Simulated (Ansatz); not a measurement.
# BCl2 (quartet): from Hartree-Fock to the top rungs, cc-pVDZ

An exercise on one series of results from a longer session: the logs are not shown, and one member is left open.

Computed with Ansatz 0.2.0, Gaussian basis. Level: cc-pVDZ, core rule «outside noble gas», up to 11 orbitals frozen.

The runs, in order: UHF; CCSD(T) on ROHF; CCSD(T) on UHF; BCCD(T) on ROHF; CISD as a restricted active space (open shells left free, so some higher excitations enter); CCSDT(Q) on ROHF; CCSDT(Q) on UHF; CASSCF and MRCISD+Q, 13 electrons in 10 orbitals; CASSCF and NEVPT2, 13 electrons in 10 orbitals.

20 further runs of the same task are left out: 9 that didn't finish, 11 set aside as unsound or not needed. Runs told in other sessions of the task aren't counted.

### What is computed

The geometry is a PBE0/def2-TZVP stationary point (not a proven minimum).

3 atoms, charge 0, spin multiplicity 4.

Atoms are counted from 1 here; the program's logs count them from 0.

Bond lengths: B1–Cl2 1.837 Å, B1–Cl3 1.837 Å. Angles: Cl2–B1–Cl3 89.7°.

The first run:

Input file in.yaml:

```yaml
crystal:
  periodic: [false, false, false]
  atoms:
    - {symbol: B, position_ang: [0.000000, -1.130054, 0.000000]}
    - {symbol: Cl, position_ang: [0.000000, 0.172299, -1.295539]}
    - {symbol: Cl, position_ang: [0.000000, 0.172299, 1.295539]}
basis:
  gaussian: {orbitals: cc-pVDZ}
magnetization: {spin_polarized: true, initial_magnetization: 3}
hamiltonian: {xc: hf}
output: {orbitals: {seedname: orbitals}}
```

Launch:

```bash
ansatz run in.yaml --threads 1 --pin off --events-out ev --progress --plain --max-ram 2393MiB
```

Among the steps run: UHF; CCSD(T) on ROHF; CCSD(T) on UHF; BCCD(T) on ROHF; CISD as a restricted active space (open shells left free, so some higher excitations enter); CCSDT(Q) on ROHF; CCSDT(Q) on UHF; CASSCF and MRCISD+Q, 13 electrons in 10 orbitals; CASSCF and NEVPT2, 13 electrons in 10 orbitals.

One table of the session follows, with a row left open; its other results are not shown here.

```
          method  from UCCSDT(Q) (kJ/mol)
            ROHF                   +961.0
             UHF                   +938.6
            RMP2                   +103.6
            UMP2                   +111.5
            CISD                   +122.9
           RCCSD                    +31.8
           UCCSD                    +31.2
        RCCSD(T)                     +5.3
        UCCSD(T)                     +5.3
         BCCD(T)                     +5.2
          RCCSDT                     +2.6
          UCCSDT                     +2.5
       RCCSDT(Q)                     +0.1
       UCCSDT(Q)                        0
  CASSCF valence                   +848.6
  NEVPT2 valence                   +142.0
  MRCISD valence                        ?
MRCISD+Q valence                    +10.5
```

**Question.** Estimate the row for MRCISD valence.

**Answer.** from UCCSDT(Q) (kJ/mol): +94.6. In the column «from UCCSDT(Q) (kJ/mol)» it lies between RCCSD (+31.8) and RMP2 (+103.6).

The program flags RCCSD(T), BCCD(T), RCCSDT(Q) as in doubt (see the logs), so those rows may rest on another solution.

Caveats from the session: The report flags that the cluster equations may have other roots. The program flags RCCSD(T), BCCD(T), RCCSDT(Q) as in doubt, so those rows may rest on another solution. Restricted and unrestricted rows rest on different reference determinants; a gap between their highest levels can come from leftover correlation error, from unlike frozen cores or from another state.
